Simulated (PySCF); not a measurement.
Species: C5H10O.
Cartesian coordinates in Å at the PBE0-D3(BJ)/def2-SVP level; atoms count from 1:
```
atom  x, y, z in Å
C1     0.6736   -1.0066    0.2934
C2     1.3316    0.3166   -0.0857
C3     0.3735    1.4711    0.1667
O4    -0.8443    1.2956   -0.5078
C5    -1.5174    0.1288   -0.1116
C6    -0.6922   -1.1219   -0.3771
H7     0.5441   -1.0467    1.3907
H8     1.3177   -1.8587    0.0239
H9     2.2661    0.4738    0.4773
H10    1.5961    0.3069   -1.1572
H11    0.1921    1.5705    1.2594
H12    0.7951    2.4248   -0.1848
H13   -1.7690    0.1847    0.9701
H14   -2.4657    0.1070   -0.6693
H15   -1.2374   -2.0112   -0.0207
H16   -0.5636   -1.2348   -1.4673
```

Probes without a nucleus sit at each ring's centroid and 1 Å off its mean plane on both sides; NICS is minus the shielding there, NICSzz its component along the normal. Level: GIAO PBE0/pcSseg-1 (PySCF, non-relativistic, gas phase) on the PBE0-D3(BJ)/def2-SVP geometry, one conformer.

Ring bond lengths (Å), with Mayer bond orders in brackets: C1–C2 1.526 (1.03), C2–C3 1.521 (1.03), C3–O4 1.403 (0.94), O4–C5 1.404 (0.94), C5–C6 1.522 (1.03), C6–C1 1.526 (1.03).

Problem. What do the NICS probes read (ppm)?

Solution. 
| ring | type | NICS(0) | NICS(1), two faces | NICS(1)zz, two faces | rms pucker (Å) | centre to ring atoms, mean (Å) |
| --- | --- | --- | --- | --- | --- | --- |
| C1–C2–C3–O4–C5–C6 | 6-membered ring with O; formal bonds all single | -1.9 | -1.8 / -1.8 | 2.9 / 2.5 | 0.23 | 1.43 |

Problem. What can be read from them?

Solution. 
- C1–C2–C3–O4–C5–C6: mean NICS(1)zz 2.7 ppm, near zero. C1, C2, C3, C5, C6 have four or more neighbours, and the NICS criterion for π rings isn't applied.

Problem. What are the shieldings of the ring atoms and their hydrogens in the same run (means over atoms taken as equivalent)?

Solution. 
```csv
atoms,environment,σ isotropic (ppm),"principal values of the symmetric part, first atom (ppm)"
C1,ring CH2 carbon,158.6,"152.5, 157.9, 165.6"
C2 (×2),ring CH2 carbon,155.9,"146.6, 156.9, 164.3"
C3 (×2),sp3 carbon bound to oxygen,115.1,"91.3, 101.5, 152.4"
O4,cyclic ether oxygen,285.6,"228.9, 295.8, 332.0"
H7 (×2),methylene hydrogen,29.82,"26.7, 28.1, 35.3"
H9 (×4),methylene hydrogen,29.96,"26.2, 27.6, 36.7"
H11 (×4),methylene hydrogen,27.77,"23.5, 27.7, 33.2"
```

Problem. How do the values depend on the level or the medium?

Solution. 
```
                  level  NICS(0), C1–C2–C3–O4–C5–C6  mean NICS(1)zz, C1–C2–C3–O4–C5–C6
     PBE0/pcSseg-1, gas                        -1.9                                2.7
 mPW1PW91/pcSseg-2, gas                        -1.9                                2.8
    B97-2/pcSseg-1, gas                        -1.9                                2.7
BHandHLYP/pcSseg-1, gas                        -1.9                                2.6
CAM-B3LYP/pcSseg-1, gas                        -1.8                                2.7
  LC-wPBE/pcSseg-1, gas                        -2.1                                2.4
     WP04/pcSseg-1, gas                        -1.9                                2.6
  wB97X-D/pcSseg-1, gas                        -1.9                                2.6
```

The geometry is the same throughout.
